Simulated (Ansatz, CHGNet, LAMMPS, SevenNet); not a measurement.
## How well does each level of theory give the zone-centre TO phonon frequency of rock-salt MgO?

Reference value: 396 cm⁻¹ (measured, temperature not stated, no zero-point or thermal correction; as tabulated in He et al. (2014), arXiv:1309.4805).

```tsv
level (code)	value (cm⁻¹)	cell (Å³/atom)
ionic model binks1994 (shell model, LAMMPS)	293	9.34
ionic model matsui1994 (rigid ions, LAMMPS)	460	8.80
CHGNet-r²SCAN	346	9.28
SevenNet-l3i5	331	9.63
LDA (Ansatz)	(withheld)	9.00
PBE (Ansatz)	(withheld)	9.62
PBEsol (Ansatz)	387	9.36
PBE-D3(BJ) (Ansatz)	395	9.31
r²SCAN (Ansatz)	(withheld)	9.29
HSE06 (Ansatz)	393	9.27
PBE0 (Ansatz)	393	9.28
```

What belongs in the gaps?


- LDA (Ansatz, a program for electronic structure), value (cm⁻¹): 408
- PBE (Ansatz), value (cm⁻¹): 365
- r²SCAN (Ansatz), value (cm⁻¹): 398

Differences against the reference: ionic model binks1994 -26 %, ionic model matsui1994 +16.2 %, CHGNet-r²SCAN -12.6 %, SevenNet-l3i5 -16.4 %, LDA +3.0 %, PBE -7.8 %, PBEsol -2.3 %, PBE-D3(BJ) -0.3 %, r²SCAN +0.5 %, HSE06 -0.8 %, PBE0 -0.8 %.

Once the reference is moved by up to 3.0 % (a margin picked here for doubts on the reference and the settings, and for temperature and zero-point motion) and values within 0.7 % count as equal, the nearest can be PBE-D3(BJ) (-0.3 %), r²SCAN (+0.5 %), HSE06 (-0.8 %), PBE0 (-0.8 %), PBEsol (-2.3 %) or LDA (+3.0 %). Farthest off among them: ionic model binks1994 (-26 %).

The reference isn't brought to a static lattice, while the calculations are for one, so the differences are not the levels' errors alone.  PBE-D3(BJ): the dispersion coefficients are held fixed in the derivatives. Each level is taken at its own relaxed cell. Cutoffs and k meshes differ between the levels. Ansatz's density-functional and Hartree–Fock values are scalar-relativistic unless marked +SOC, with PAW data made under PBE.

Empirical potentials (ionic model binks1994, ionic model matsui1994) are fitted to chosen data: where that held the value shown, agreement is built in, and what lay outside the fit can be far off. Machine-learned potentials (CHGNet-r²SCAN, SevenNet-l3i5) are trained on DFT data: a solid inside that data is no test of them.

Differences are worked out from the printed values.
